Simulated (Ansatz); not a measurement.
Geometry optimisation, RKS PBE0-D4/6-31G* (Ansatz 0.2.0).

The input (input.yaml):

```yaml
crystal:
  periodic: [false, false, false]
  atoms:
    - { symbol: Si, position_ang: [0.178024, -0.018571, -0.054181] }
    - { symbol: H, position_ang: [0.333012, -0.056692, 1.408543] }
    - { symbol: H, position_ang: [1.556646, -0.00552, -0.630173] }
    - { symbol: Si, position_ang: [-0.96591, 1.868621, -0.828491] }
    - { symbol: H, position_ang: [-2.298806, 1.486914, -1.374717] }
    - { symbol: H, position_ang: [-1.167615, 2.835094, 0.288663] }
    - { symbol: H, position_ang: [-0.200444, 2.548942, -1.912004] }
    - { symbol: H, position_ang: [-0.460808, -1.285901, -0.506526] }
    - { symbol: "N", position_ang: [-2.463394, -0.144566, 1.436369] }
    - { symbol: H, position_ang: [-2.583699, -0.517554, 0.501325] }
    - { symbol: H, position_ang: [-2.654679, 0.852716, 1.422444] }
    - { symbol: H, position_ang: [-1.488927, -0.289282, 1.745947] }
basis:
  gaussian: { orbitals: "6-31G*" }
hamiltonian:
  xc: pbe0
  dispersion: d4
relax:
  f_tol: 0.03
  max_steps: 50
output:
  orbitals: {}
```

Launched with:

```bash
$ ansatz run input.yaml --threads 1 --pin off --max-ram 2048MiB --backend cpu --events-out ev --progress --plain --runs-dir out
```

Q: Where does it end, and by what steps?

A: The forces met the threshold. After 4 steps the energy has fallen by 0.179 eV; H12 moved furthest, 0.45 Å.

```csv
step,energy less start (eV),largest force component (eV/Å),accepted
0,0.0000,1.042,yes
1,-0.1327,0.312,yes
2,-0.1739,0.241,yes
3,-0.1787,0.114,yes
4,-0.1794,0.026,yes
```

```xyz
12
Properties=species:S:1:pos:R:3
Si 0.400 -0.002 -0.193
H 0.585 -0.022 1.287
H 1.749 0.048 -0.825
Si -0.888 1.850 -0.845
H -2.218 1.420 -1.365
H -1.113 2.777 0.300
H -0.196 2.609 -1.926
H -0.260 -1.276 -0.598
N -2.777 -0.122 1.576
H -2.813 -0.544 0.653
H -2.811 0.885 1.453
H -1.873 -0.348 1.979
```

Whether the end is a true minimum wasn't checked by a vibrational analysis.

Run time: 20 s on 1 thread of Arm Neoverse V2 (shared host), peak memory 0.14 GiB.
